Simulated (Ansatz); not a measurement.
# HNOSi: the cost of one run

Computed with Ansatz 0.2.0, Gaussian basis. Level: def2-QZVPP, all electrons in the functionals.

Plan: PBE, BLYP, r2SCAN, B97M-V, PBE0, B3LYP, at charge 0, triplet; charge 0, singlet; charge 0, quintet; charge 1, doublet; charge 1, quartet.

2 further runs of the same task are left out: 2 set aside as unsound or not needed.

### 1 What is computed

The geometry is a PBE0/def2-TZVP stationary point (not a proven minimum).

4 atoms, charge 0, spin multiplicity 3.

Atoms are counted from 1 here; the program's logs count them from 0.

Bond lengths: O1–N2 1.191 Å, N2–Si3 1.782 Å, Si3–H4 1.519 Å. Angles: O1–N2–Si3 136.4°, N2–Si3–H4 90.8°.

No dispersion term is added; B97M-V holds VV10 nonlocal correlation. B3LYP takes the VWN-RPA correlation.

The geometry shown and the zero of energy belong to the point charge 0, triplet. The yardstick, UCCSD(T), and other wave-function levels (R restricted, U unrestricted, valence and pair active spaces) come from earlier runs.

### 2 PBE, charge 0, triplet

Contents of in.yaml:

```yaml
crystal:
  periodic: [false, false, false]
  atoms:
    - {symbol: O, position_ang: [0.000000, -0.144299, 1.624079]}
    - {symbol: N, position_ang: [0.000000, 0.380867, 0.555568]}
    - {symbol: Si, position_ang: [0.000000, -0.153981, -1.144069]}
    - {symbol: H, position_ang: [0.000000, 1.288393, -1.621334]}
basis:
  gaussian: {orbitals: "def2-QZVPP.json"}
magnetization: {spin_polarized: true, initial_magnetization: 2}
hamiltonian: {xc: {name: PBE}}
output: {orbitals: {seedname: orbitals}}
```

On the command line:

```
ansatz run in.yaml --threads 1 --pin off --events-out ev --progress --plain --max-ram 2393MiB
```

**Question.** How long does this run take on 1 thread of Arm Neoverse V1, shared host, and how much memory does it need?

About 19 s, with a peak of 0.4 GiB.
